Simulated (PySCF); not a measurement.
Vertical excitation energies

Species: cyclo-(PH)3.
Geometry (PBE0-D3(BJ)/def2-SVP, Å), atoms numbered from 1 in this order:
```
atom  x, y, z in Å
P1     1.1044   -0.4669    0.5491
P2    -0.1425    1.3120    0.0026
P3    -0.4661   -0.6369   -1.0122
H4     0.2486   -0.9593    1.5829
H5    -1.1896    1.0807    0.9481
H6     0.4453   -0.3295   -2.0705
```

The calculation used TDDFT wB97X-D/def2-SVPD, vertical, gas phase, core orbitals frozen in the response in PySCF.

| state | E (eV) | E (hartree) | f | symmetry | main configurations (H = HOMO, L = LUMO) |
| --- | --- | --- | --- | --- | --- |
| S1 | 5.53 | 0.2031 | 0.0041 | A′ | H→L (76%), H→L+2 (14%) |
| S2 | 5.78 | 0.2125 | 0.0013 | – | H→L+1 (58%), H-1→L (22%), H→L+3 (8%) |
| S3 | 5.87 | 0.2156 | 0.0048 | A″ | H-1→L (48%), H-1→L+2 (24%), H-2→L (14%) |
| S4 | 5.98 | 0.2199 | 0.0007 | – | H→L+3 (63%), H-2→L (13%), H→L+1 (9%) |
| S5 | 5.99 | 0.2200 | 0.0003 | – | H→L+2 (46%), H-1→L+1 (38%) |
| S6 | 6.18 | 0.2269 | 0.0000 | – | H-2→L (38%), H-1→L+2 (35%), H→L+3 (15%) |
| S7 | 6.18 | 0.2272 | 0.031 | A′ | H-2→L+1 (29%), H-1→L+3 (20%), H→L+2 (19%) |
| S8 | 6.39 | 0.2349 | 0.0032 | A″ | H-1→L+2 (34%), H-2→L+2 (33%), H→L+1 (11%) |
| S9 | 6.43 | 0.2363 | 0.0072 | A′ | H-2→L+1 (54%), H-1→L+3 (30%), H-1→L+1 (12%) |
| S10 | 6.61 | 0.2429 | 0.211 | A′ | H-1→L+3 (40%), H-3→L (21%), H→L+2 (10%) |

Triplets (Tamm–Dancoff): T1 4.56 eV, H→L (91%); T2 4.74 eV, H-1→L (74%), H→L+1 (11%); T3 4.99 eV, H-2→L (60%), H→L+1 (19%), H-1→L+2 (11%); T4 5.25 eV, H→L+2 (75%).

The lowest singlet lies at 5.53 eV (224 nm, ultraviolet) and is very weak; its leading configuration is HOMO→LUMO (76%). The strongest level in the table is S10 at 6.61 eV (188 nm, f = 0.211). It is the last of those listed, so stronger ones may follow. S4/S5 and S6/S7 lie within about 0.01 eV of each other in each set. Löwdin shares by element: HOMO phosphorus 91%, hydrogen 4% or more; LUMO phosphorus 94%. Of the 10 states listed, 2 reach f = 0.01 and 2 stay under 0.0005. Orbital energies (eV): HOMO-3 -11.07, HOMO-2 -9.84, HOMO-1 -9.52, HOMO -9.24, LUMO 0.85, LUMO+1 1.23, LUMO+2 1.31. The oscillator strengths of these states sum to 0.264; summed over the whole spectrum of an exact calculation they would give the number of electrons, 48 (Thomas–Reiche–Kuhn). Symmetry labels in Cs follow from the direction of the transition dipole and are given only for states with f of 0.002 or more. Only the lowest 10 singlets were computed, as vertical energies without vibronic structure.

Time: 4.4 s wall. Hardware: one thread of an Arm Neoverse V2, on a shared host.

One conformer stands for the species.
